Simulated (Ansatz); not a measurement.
Wurtzite CdSe: PBE at its full settings (plane-wave cutoff 520 eV, 12×12×6 k mesh (along the axes of the cell as run), Fermi–Dirac smearing 0.01 eV, scalar-relativistic PAW data made under PBE) and at cheaper ones, in a cell of 4 atoms with Γ-centred meshes.

```tsv
level and setting	lattice constant a (Å)	c axis length (Å)	bulk modulus (GPa)
PBE (Ansatz)	4.383	7.154	44.6
PBE (Γ point alone) (Ansatz)	6.142	7.101	3.7
PBE (2×2×2 k mesh) (Ansatz)	(withheld)	(withheld)	(withheld)
PBE (4×4×4 k mesh) (Ansatz)	4.392	7.138	44.5
```

### Question
Some entries are withheld; supply them.

### Answer

- PBE (2×2×2 k mesh) (Ansatz, an electronic-structure program), lattice constant a (Å): 4.548
- PBE (2×2×2 k mesh) (Ansatz), c axis length (Å): 6.909
- PBE (2×2×2 k mesh) (Ansatz), bulk modulus (GPa): 38.3

Largest shifts from the full settings: lattice constant a +40 % (PBE (Γ point alone)), against a difference of +1.98 % of the full result from the reference 4.298 Å (measured, temperature not stated, not corrected to a static lattice; as tabulated in PVEducation, CdSe (wurtzite), citing its ref. 1); lattice parameter c -3.42 % (PBE (2×2×2 k mesh)), against a difference of +1.98 % of the full result from the reference 7.015 Å (measured, temperature not stated, no zero-point or thermal correction; as tabulated in PVEducation, CdSe (wurtzite), citing its ref. 1); bulk modulus -92 % (PBE (Γ point alone)), against a difference of -16.5 % of the full result from the reference 53.4 GPa (measured, temperature not stated, no zero-point or thermal correction; as tabulated in Grünwald et al. (2012), arXiv:1201.2992).

Ansatz's density-functional and Hartree–Fock values are scalar-relativistic unless marked +SOC, with PAW data made under PBE.

Run with cheap settings on purpose, which may leave them unconverged: PBE (2×2×2 k mesh), PBE (4×4×4 k mesh), PBE (Γ point alone).
